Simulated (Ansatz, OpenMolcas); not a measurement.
# C4H8 (isobutene): the atomisation enthalpy at 298 K, rung by rung

C4H8 has 12 atoms, charge 0, and is taken as a singlet. As SMILES, `C=C(C)C`. The shape is that of a PBE0-D4/def2-TZVP optimisation.

Quantity: the atomisation enthalpy at 298 K, in kJ/mol. The values are calculated. The thermal term (zero-point and 298 K enthalpy, harmonic and unscaled) is that of B3LYP/6-31G*; the spin-orbit lowering of the free atoms at 298 K, 0.1 kJ/mol by their spectra, is taken off.

Measured value to compare with: Active Thermochemical Tables gives the atomisation enthalpy at 298 K of the gas as 4629 kJ/mol.

```tsv
level	kind	program	value (kJ/mol)	computed − measured	CPU time (all runs)
SVWN5/6-31G* (spherical functions)	LDA	OpenMolcas	5274	+645	38 s
M06-2X/6-31G* (spherical functions)	hybrid meta-GGA	OpenMolcas	4625	-4	57 s
PBE0/6-31G* (spherical functions)	global hybrid	OpenMolcas	4649	+20	47 s
r2SCAN0/6-31G* (spherical functions)	hybrid meta-GGA	Ansatz	4576	-53	11 s
HSE06/6-31G* (spherical functions)	range-separated hybrid	Ansatz	4652	+23	6.9 s
RPA@PBE/6-31G* (spherical functions)	RPA	Ansatz	4128	-501	10 s
MP2/6-31G* (spherical functions)	perturbation theory	Ansatz	4262	-367	2.4 s
CCSD(T)/6-31G* (spherical functions)	coupled cluster or CI	OpenMolcas	4232	-397	36 s
```

Nearest: M06-2X/6-31G* (spherical functions) (-4 kJ/mol); farthest: SVWN5/6-31G* (spherical functions) (+645 kJ/mol). Computed less measured by kind, in kJ/mol (6-31G* rows): LDA +645; global hybrid -53 to +20; range-separated hybrid +23; RPA -501; perturbation theory -367; coupled cluster or CI -397. In a finite basis correlated wave-function methods underbind, so their errors here aren't those of the basis-set limit. CPU times are rough (shared hosts, several kinds of processor): they show what a rung costs within a factor of a few.
